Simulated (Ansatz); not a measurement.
A made-up structure of LiSiNH4, singlet:

```
7
angstrom
Li -1.6216 -0.5938 0.9709
N -0.4400 -1.0230 -0.2575
Si 0.4049 0.4151 -0.0812
H -0.1302 -1.7093 -0.9264
H 0.4316 1.4186 -1.1950
H -0.9154 -1.4938 0.5123
H 1.7986 0.4110 0.4720
```

It is relaxed with PBE-D4/def2-SVP and then PBE0-D4/def2-TZVP (Ansatz 0.2.0). Atoms count as bonded within 1.22 times the sum of their covalent radii (H–H: 0.88 Å). The end point is not checked to be a true minimum.

(1) Does its bonding change? (A judgement: the text doesn't fix the answer.)

## Answers

(1) The calculation gives: Yes. Formed: none; broken: Li1–H6.

Where it ends: The first stage lowers the energy by 2.75 eV in 16 steps. It ends as LiSiNH₄ ([Li]1[NH2][SiH2]1):
Li1  (-1.864, -0.165, 0.855)
N2  (-0.509, -1.116, -0.097)
Si3  (0.216, 0.633, 0.113)
H4  (-0.577, -1.381, -1.073)
H5  (0.599, 0.955, -1.312)
H6  (0.080, -1.819, 0.335)
H7  (1.583, 0.317, 0.674)
(Å)

Labels in which every atom is bracketed show which atoms are joined, not bond orders.

For scale, one of the runs: PBE0-D4/def2-TZVP relaxation, 106 basis functions, launched by `ansatz run in.yaml --threads 2 --pin off --events-out ev --progress --plain --max-ram 4352MiB`. Hardware: 2 CPU threads of an Intel Xeon Platinum 8259CL, shared host. Wall time about 19 s.
